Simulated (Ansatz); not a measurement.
CH5MgN (`[CH3][Mg][NH2]`), relaxed with RKS PBE-D4/def2-SVP in Ansatz from a rough embedded geometry. The force threshold is 0.03 eV/Å; the program also tests the step.

Charge 0, multiplicity 1.

Start:

```xyz
8

C    -1.306    0.091   -1.162
Mg    0.154   -0.120    0.334
N     1.598   -0.331    1.784
H    -1.309   -0.745   -1.836
H    -1.147    0.993   -1.816
H    -2.372    0.186   -0.724
H     1.946    0.678    2.053
H     2.437   -0.754    1.367
```

(1) By how much does the energy fall, and how many steps does the optimiser take? (Best estimate.)

(2) Which bonds change most? (Estimate.)

(3) Give the relaxed structure. (An estimate is asked.)

Answers

(1) The calculation gave: 31.44 kJ/mol, in 5 steps.

(2) The calculation gave: Mg2–N3 from 2.057 to 1.909 Å; N3–H7 from 1.101 to 1.025 Å; C1–H6 from 1.157 to 1.111 Å; C1–H4 from 1.073 to 1.111 Å.

(3) Computed: 
```xyz
8

C    -1.322    0.099   -1.166
Mg    0.251   -0.019    0.224
N     1.681   -0.124    1.484
H    -1.353   -0.795   -1.826
H    -1.225    0.986   -1.828
H    -2.312    0.168   -0.668
H     1.886    0.543    2.235
H     2.394   -0.858    1.545
```
